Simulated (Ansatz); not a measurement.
```yaml
crystal:
  periodic: [false, false, false]
  atoms:
    - {symbol: B, position_ang: [0.343935, 0.596956, 0.003713]}
    - {symbol: H, position_ang: [1.357875, 0.678712, 0.645582]}
    - {symbol: H, position_ang: [-0.090304, 1.521120, -0.631980]}
    - {symbol: N, position_ang: [-0.351443, -0.609876, -0.003772]}
    - {symbol: H, position_ang: [-1.212680, -0.754598, -0.520827]}
    - {symbol: H, position_ang: [-0.047394, -1.432305, 0.507293]}
basis:
  gaussian: {orbitals: def2-mTZVPP}
total_charge: 1
magnetization: {spin_polarized: true, initial_magnetization: 1}
hamiltonian: {xc: {name: HSE06}}
scf: {omitted_lower_state_checks: [starts]}
```

```sh
$ ansatz run in.yaml --threads 4 --pin off --events-out ev --progress --plain --max-ram 3916MiB
```

Output, abridged:

```
Functional definition: HSE06
560 factors; their error is unknown
55 factors; integrals over basis functions are off by at most 1.1e-6 eV
mean field evaluation 1: about -2204.2219 eV, gradient 6.2e1 eV
mean field evaluation 2: about -2177.8366 eV, gradient 8.4e1 eV
mean field evaluation 4: about -2216.1371 eV, gradient 2.1e1 eV
mean field evaluation 8: about -2218.8778 eV, gradient 1.8e-1 eV
mean field evaluation 16: about -2218.8721 eV, gradient 2.1e-4 eV
mean field evaluation 32: about -2218.8721 eV, gradient 2.1e-5 eV
mean field -2218.87205298 eV, -81.5420439416 hartree, gradient 5.7e-6 eV, S^2 0.753130; 0 other end points of the search recorded, 0 dependent functions left out
reference -2218.87208312 eV, -81.5420450492 hartree; 8, 7 occupied and 55, 56 virtual orbitals, 560 factors
Total energy: -2218.87208312 eV, -81.5420450492 hartree
Checks for a lower state left out: starts
```

It took 0.85 s on 4 threads of Intel Xeon Platinum 8488C on a shared host.

HSE06 is defined as in plane-wave codes, on full-range PBE exchange.
